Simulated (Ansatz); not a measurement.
# ClH5Si2: the cost of one run

Computed with the Python package of Ansatz 0.2.0. The levels of theory stand in the script.

### Step 1. Starting point

Bond lengths: Si1–Si2 2.232 Å, Si2–Cl3 2.022 Å, Si1–H4 1.454 Å, Si1–H5 1.511 Å, Si1–H6 1.528 Å, Si2–H7 1.478 Å, Si2–H8 1.486 Å. Angles: Si1–Si2–Cl3 110.6°, Si1–Si2–H7 112.7°, Si1–Si2–H8 111.7°, Cl3–Si2–H7 105.9°, Cl3–Si2–H8 105.2°, H7–Si2–H8 110.3°, Si2–Si1–H4 112.2°, Si2–Si1–H5 114.1°, Si2–Si1–H6 113.9°, H4–Si1–H5 104.2°, H4–Si1–H6 105.4°, H5–Si1–H6 106.2°.

The script holds or builds the structure itself.

### Step 2. Script

Contents of run_basis.py:

```python
"""How the energy of ClH5Si2 converges with the basis."""

import ansatz as az

params = {
    "functional": "HF",
}


def main() -> None:
    geometry_ang = [
        ("Si", [-0.6617, 0.8195, -0.3644]),
        ("Si", [0.5572, -0.9181, 0.3256]),
        ("Cl", [2.3981, -0.3112, 0.901]),
        ("H", [-1.9893, 0.419, -0.8028]),
        ("H", [-0.0817, 1.5456, -1.556]),
        ("H", [-0.8923, 1.8798, 0.711]),
        ("H", [-0.0305, -1.5972, 1.4991]),
        ("H", [0.7923, -1.8945, -0.7693]),
    ]
    molecule = az.Crystal.molecule()
    for symbol, xyz in geometry_ang:
        molecule = molecule.atom(symbol, xyz)

    model = (
        molecule.calculation()
        .functional(params["functional"])
        .accuracy("medium")
        .scf(lower_state_search="standard")
    )

    energies = {}
    for basis in ["cc-pVDZ", "cc-pVTZ"]:
        r = model.basis(gaussian=basis).run(threads=1, pin="off").report
        size = r["n_frozen"] + r["n_occupied"][0] + r["n_virtual"][0]
        energies[basis] = (r["reference_energy_ev"] / 27.211386246, r["free_energy_ev"] / 27.211386246)
        print(f"{basis:14s} {size:4d} orbitals  reference {energies[basis][0]:14.6f} Ha  total {energies[basis][1]:14.6f} Ha")

    last = energies["cc-pVTZ"][1]
    for basis, (_, total) in energies.items():
        print(f"{basis:14s} lies {27.211386 * (total - last):9.4f} eV above cc-pVTZ")


if __name__ == "__main__":
    main()
```

### Step 3. The input behind the calls

The package turns the script's settings into the engine's input (first run):

```yaml
crystal:
  periodic: [false, false, false]
  atoms:
    - { symbol: Si, position_ang: [-0.6617, 0.8195, -0.3644] }
    - { symbol: Si, position_ang: [0.5572, -0.9181, 0.3256] }
    - { symbol: Cl, position_ang: [2.3981, -0.3112, 0.901] }
    - { symbol: H, position_ang: [-1.9893, 0.419, -0.8028] }
    - { symbol: H, position_ang: [-0.0817, 1.5456, -1.556] }
    - { symbol: H, position_ang: [-0.8923, 1.8798, 0.711] }
    - { symbol: H, position_ang: [-0.0305, -1.5972, 1.4991] }
    - { symbol: H, position_ang: [0.7923, -1.8945, -0.7693] }
accuracy: medium
basis:
  gaussian:
    orbitals: cc-pVDZ
hamiltonian:
  xc: hf
scf:
  lower_state_search: standard
```

### Step 4. The run

On the command line:

```bash
$ python run_basis.py
```

Q: Estimate wall time and peak memory on 1 thread of Arm Neoverse V2, shared host.

About 2.6 s, with a peak of 0.35 GiB.
